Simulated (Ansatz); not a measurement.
Cost and result for the atomization energy of `O=C(O)CCO` (12 atoms, 11 bonds).

| atom | x (Å) | y (Å) | z (Å) |
| --- | --- | --- | --- |
| O1 | 1.226 | -1.381 | -0.954 |
| C2 | 0.930 | -0.227 | -0.815 |
| O3 | 1.824 | 0.770 | -0.909 |
| C4 | -0.460 | 0.269 | -0.527 |
| C5 | -1.016 | -0.384 | 0.729 |
| O6 | -0.268 | -0.063 | 1.879 |
| H7 | 2.680 | 0.355 | -1.088 |
| H8 | -1.087 | -0.006 | -1.381 |
| H9 | -0.466 | 1.358 | -0.441 |
| H10 | -2.071 | -0.106 | 0.846 |
| H11 | -0.961 | -1.468 | 0.626 |
| H12 | -0.332 | 0.883 | 2.036 |

The species carries charge 0 and has multiplicity 1. The structure was optimised at the PBE0-D4/def2-TZVP level. It is one conformer, not always the lowest. Program: Ansatz. All runs use 4 threads of an Arm Neoverse V2 on a shared host. Times are those of one run each, without the atoms' runs, and a repeat can differ threefold. Electronic energies, without spin–orbit coupling; frozen cores. CCSD(T)/CBS adds CCSD(T) − MP2 in def2-TZVPP to the MP2 limit, and its time is that of the two runs behind it. T1 = 0.014. B3LYP takes the VWN-RPA correlation (the form of Gaussian; ORCA's B3LYP/G).

CCSD(T)/CBS is a level of theory with its own doubt, some kJ/mol a heavy atom from the limit and from the frozen cores, so smaller differences don't rank the functionals.

```csv
level,functions,wall time
PBE-D4/def2-TZVPP (with forces),270,2.4 s
PBE0-D4/def2-TZVPP,270,2.6 s
B3LYP-D4/def2-TZVPP (with forces),270,4.3 s
r2SCAN-D4/def2-TZVPP (with forces),270,4.5 s
B2PLYP/def2-TZVPP,270,5.5 s
ωB97X-V/def2-TZVPP,270,7 s
ωB97M-V/def2-TZVPP (with forces),270,10 s
MP2/def2-QZVPP,522,26 s
CCSD(T)/def2-TZVPP,270,4.5 min
CCSD(T)/CBS(def2),–,5 min
```

**Question.** What atomization energy does each give, and how far from CCSD(T)/CBS? (Estimate.)

**Answer.** The calculation gave: 
| level | atomization (kJ/mol) | difference from CCSD(T)/CBS | per bond |
| --- | --- | --- | --- |
| PBE-D4/def2-TZVPP (with forces) | 5164.0 | 168.7 | 15.3 |
| PBE0-D4/def2-TZVPP | 5016.5 | 21.2 | 1.9 |
| B3LYP-D4/def2-TZVPP (with forces) | 4982.6 | -12.7 | -1.2 |
| r2SCAN-D4/def2-TZVPP (with forces) | 5015.4 | 20.1 | 1.8 |
| B2PLYP/def2-TZVPP | 4943.5 | -51.8 | -4.7 |
| ωB97X-V/def2-TZVPP | 5001.8 | 6.5 | 0.6 |
| ωB97M-V/def2-TZVPP (with forces) | 5011.9 | 16.6 | 1.5 |
| MP2/def2-QZVPP | 5076.4 | 81.1 | 7.4 |
| CCSD(T)/def2-TZVPP | 4860.6 | -134.7 | -12.3 |
| CCSD(T)/CBS(def2) | 4995.3 | 0.0 | 0.0 |

From PBE to PBE0 (25 % exact exchange), in def2-TZVPP and without D4, the atomization energy moves by −144.1 kJ/mol: exact exchange takes away binding that semilocal exchange gives to molecules. The D4 term adds +32.9 kJ/mol with B3LYP and +17.3 kJ/mol with PBE0; it sums over pairs of atoms, weighted by their polarisabilities, and B3LYP, whose exchange is more repulsive, gets the larger term. In def2-TZVPP, CCSD(T) changes the Hartree–Fock value by +1385.8 kJ/mol (the triples alone add +91.7 kJ/mol) and MP2 by +1522.4 kJ/mol; breaking electron pairs costs correlation energy, which Hartree–Fock lacks.
